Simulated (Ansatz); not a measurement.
**CH₃FSi: single points off equilibrium**

The atoms stand at a structure displaced at random from a GFN2-xTB minimum. How far do the functionals agree with CCSD(T) there?

Computed with Ansatz 0.2.0, Gaussian basis. Level: single points in def2-TZVPP.

Correlated methods freeze the cores. B3LYP uses VWN-RPA correlation.

## Step 1: Starting geometry

SMILES `C[Si]F`, 6 atoms, charge 0, spin multiplicity 1.

Atoms are counted from 1 here; the program's logs count them from 0.

Bond lengths: C1–H5 1.228 Å, C1–H6 1.027 Å, Si2–F3 1.640 Å. Angles: H5–C1–H6 91.9°.

Geometry (Å):

```xyz
6

C    -0.5144    0.3950   -0.3195
Si    0.5515   -0.6971    1.3825
F     1.3448   -1.6326    0.2942
H    -1.1873    1.3999    0.3387
H     0.4478    0.8262   -0.9486
H    -0.7658   -0.2483   -1.0799
```

## Step 2: CCSD(T)/def2-TZVPP

run/in.yaml reads:

```yaml
crystal:
  periodic: [false, false, false]
  atoms:
    - {symbol: C, position_ang: [-0.514400, 0.395000, -0.319500]}
    - {symbol: Si, position_ang: [0.551500, -0.697100, 1.382500]}
    - {symbol: F, position_ang: [1.344800, -1.632600, 0.294200]}
    - {symbol: H, position_ang: [-1.187300, 1.399900, 0.338700]}
    - {symbol: H, position_ang: [0.447800, 0.826200, -0.948600]}
    - {symbol: H, position_ang: [-0.765800, -0.248300, -1.079900]}
basis:
  gaussian: {orbitals: def2-TZVPP}
correlation: {method: ccsd_t}
output: {forces: true}
```

The command line of these runs was not kept.

## Step 3: PBE0-D4/def2-TZVPP

run/in.yaml, as its differences from that of step 2:

```diff
@@ -11,3 +11,3 @@
   gaussian: {orbitals: def2-TZVPP}
-correlation: {method: ccsd_t}
-output: {forces: true}
+hamiltonian: {xc: pbe0, dispersion: d4}
+output: {forces: true, orbitals: {seedname: orbitals}}
```

## Step 4: wB97M-V/def2-TZVPP

run/in.yaml, as its differences from that of step 3:

```diff
@@ -11,3 +11,3 @@
   gaussian: {orbitals: def2-TZVPP}
-hamiltonian: {xc: pbe0, dispersion: d4}
-output: {forces: true, orbitals: {seedname: orbitals}}
+hamiltonian: {xc: {name: wB97M-V}}
+output: {forces: true}
```

## Step 5: r2SCAN-D4/def2-TZVPP

run/in.yaml, as its differences from that of step 4:

```diff
@@ -11,3 +11,3 @@
   gaussian: {orbitals: def2-TZVPP}
-hamiltonian: {xc: {name: wB97M-V}}
+hamiltonian: {xc: r2scan, dispersion: d4}
 output: {forces: true}
```

## Step 6: PBE-D4/def2-TZVPP

run/in.yaml, as its differences from that of step 5:

```diff
@@ -11,3 +11,3 @@
   gaussian: {orbitals: def2-TZVPP}
-hamiltonian: {xc: r2scan, dispersion: d4}
+hamiltonian: {xc: pbe, dispersion: d4}
 output: {forces: true}
```

## Step 7: CAM-B3LYP-D4/def2-TZVPP

run/in.yaml, as its differences from that of step 6:

```diff
@@ -11,3 +11,3 @@
   gaussian: {orbitals: def2-TZVPP}
-hamiltonian: {xc: pbe, dispersion: d4}
+hamiltonian: {xc: {name: CAM-B3LYP}, dispersion: d4}
 output: {forces: true}
```

## Step 8: B3LYP-D4/def2-TZVPP

run/in.yaml, as its differences from that of step 7:

```diff
@@ -11,3 +11,3 @@
   gaussian: {orbitals: def2-TZVPP}
-hamiltonian: {xc: {name: CAM-B3LYP}, dispersion: d4}
+hamiltonian: {xc: {name: B3LYP}, dispersion: d4}
 output: {forces: true}
```

(Steps that only read results are left out.)

Before running it: what results should come out? Wanted: energy less free atoms, CCSD(T)/def2-TZVPP; RMS force component; RMS force error; HOMO and LUMO, PBE0-D4; T1 diagnostic.

As calculated:

| quantity | value |
| --- | --- |
| energy less free atoms, CCSD(T)/def2-TZVPP | -459.9 kcal/mol |
| RMS force component | 2.320 to 2.438 eV/Å over the methods |
| RMS force error | PBE0-D4 0.058, wB97M-V 0.077, r2SCAN-D4 0.053, PBE-D4 0.256, CAM-B3LYP-D4 0.070, B3LYP-D4 0.100 eV/Å |
| HOMO and LUMO, PBE0-D4 | -6.54 and -2.57 eV |
| T1 diagnostic | 0.015 |

In words: Against CCSD(T) the functionals' energies less atoms differ by -24.7 to -8.7 kcal/mol, PBE-D4 by -24.7 kcal/mol. CCSD(T) in triple zeta still lacks some correlation energy of the bonds, so part of these gaps is its own basis error and they don't rank the functionals. For forces r2SCAN-D4 does best and PBE-D4 worst. Frozen-core CCSD(T) forces in triple zeta carry basis errors of their own, and this is one geometry, so small gaps rank nothing. The restricted Hartree–Fock reference is unstable towards an unrestricted one at one or more of these structures.
